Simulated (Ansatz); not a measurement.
Diamond-structure Ge, treated with PBE0 in Ansatz (PAW).

Settings: plane-wave cutoff 460 eV, 8×8×8 k mesh, Fermi–Dirac smearing 0.01 eV, scalar-relativistic PAW data made under PBE.

Computed points:

```json
[
 {"V (Å³/atom)": "21.592", "E − E_lowest (meV/atom)": "18.56", "P (GPa)": "4.92"},
 {"V (Å³/atom)": "22.160", "E − E_lowest (meV/atom)": "5.37", "P (GPa)": "2.56"},
 {"V (Å³/atom)": "22.728", "E − E_lowest (meV/atom)": "0.00", "P (GPa)": "0.51"},
 {"V (Å³/atom)": "23.427", "E − E_lowest (meV/atom)": "2.61", "P (GPa)": "-1.65"},
 {"V (Å³/atom)": "23.865", "E − E_lowest (meV/atom)": "8.74", "P (GPa)": "-2.82"}
]
```

Q: Estimate the bulk modulus and its pressure derivative from these points.

A: V0 = 22.884 Å³/atom, B0 = 74.1 GPa, B′ = 4.6 (fit to the energies at full precision).

Measured, for comparison: bulk modulus 77.3 GPa (low-temperature value with the zero-point effect removed, our sources range from 77.3 to 79.4; as tabulated in Tanner et al. (2021), arXiv:2110.11888); equilibrium volume per atom 22.47 Å³/atom (static lattice: zero-point anharmonic expansion removed; as tabulated in Mejia-Rodriguez and Trickey (2018), arXiv:1807.09216). Computed (rounded) less measured: bulk modulus -4 % (-4 % to -7 % over the range), equilibrium volume per atom +1.8 %.

Cost on a shared machine: very roughly 21 core-minutes.

Ansatz is an electronic-structure program.
